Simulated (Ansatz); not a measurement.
Basis-set extrapolation for ethane (`CC`) (PBE0-D4/def2-TZVP geometry, frozen core, Ansatz). Multiplicity 1, RHF reference.

|  | def2-TZVPP | def2-QZVPP |
| --- | --- | --- |
| HF | -79.261745 | -79.265880 |
| MP2 correlation | -0.369020 | -0.391650 |
| CCSD(T) correlation | -0.413695 | -0.433082 |

Energies in hartree. Use E(X) = E(∞) + A·exp(−7.88·√X) for Hartree–Fock and E(X) = E(∞) + B·X^(−2.97) for correlation, with X = 3 and 4.

What is the CCSD(T) energy at the basis-set limit?

HF limit: -79.265880 + (-0.004135) × 0.13774 = -79.26645. Correlation limit: -0.433082 + (-0.019387) × 0.74074 = -0.44744. Total: -79.71389 hartree, 101.0 kJ/mol below CCSD(T)/def2-TZVPP.
